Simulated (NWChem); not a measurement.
Molecule: SO, triplet; SMILES O=S

All runs: NWChem. Spin-unrestricted. Geometry: optimised at PBE0/def2-SVP, spin-unrestricted. No stability test was run on the SCF state. Vertical excitations in the gas phase. Excited states of an open shell can be spin-contaminated.

Estimate the computed values for PBE/def2-SVPD, TDA. Quantities: lowest excitation (eV); lowest empty minus highest occupied level, either spin (eV).


```
Item                                                         Result
-----------------------------------------------------------  ------
lowest excitation (eV)                                         4.98
lowest empty minus highest occupied level, either spin (eV)    1.65
```
